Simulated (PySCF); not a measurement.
# C4H4N2 (C2H2N ... C2H2N): the cost of one run

Programs: PySCF 2.14.0, with routines of our own; each step states its level. All values are computed. Atoms count from 0.

## Step 1: The system as given

10 atoms, charge 0, high-spin multiplicity 3; geometry from: GFN2-xTB fragments, placed rigidly.

The system (radical pair): C2H2N···C2H2N. The radical centres are 2.17 Å apart, face to face; the spin sites are atoms 0, 1, 2, 3, 4 (1 unpaired) and atoms 5, 6, 7, 8, 9 (1 unpaired).

## Step 2: Magnetic exchange: CASSCF and SC-NEVPT2/def2-SVP (2,2)

Job settings and geometry (Å):

```
{"job": {"kind": "cas", "basis": "def2-SVP", "active": "magnetic", "zfs": true}, "charge": 0, "high_spin_multiplicity": 3, "spin_sites": [[[0, 1, 2, 3, 4], 1], [[5, 6, 7, 8, 9], 1]]}
C      0.206800     0.000000    -1.026000
C     -1.147600     0.000700    -1.026100
N     -2.310200     0.000200    -1.026000
H      0.752100     0.926500    -1.026100
H      0.748900    -0.928300    -1.026100
C      0.906800     0.000000     1.026000
C     -0.447600    -0.000700     1.026100
N     -1.610200    -0.000200     1.026000
H      1.452100    -0.926500     1.026100
H      1.448900     0.928300     1.026100
```

Level: CASSCF and SC-NEVPT2/def2-SVP spin states, gas phase.

The run is started by

```sh
> OMP_NUM_THREADS=1 python exch_run.py task.json out
```

This one command runs all jobs of the session in turn.

**Question.** How long does this first job take on 1 thread of Arm Neoverse N1, shared host, and how much memory does it need?

About 7.3 s, with a peak of 0.26 GiB.
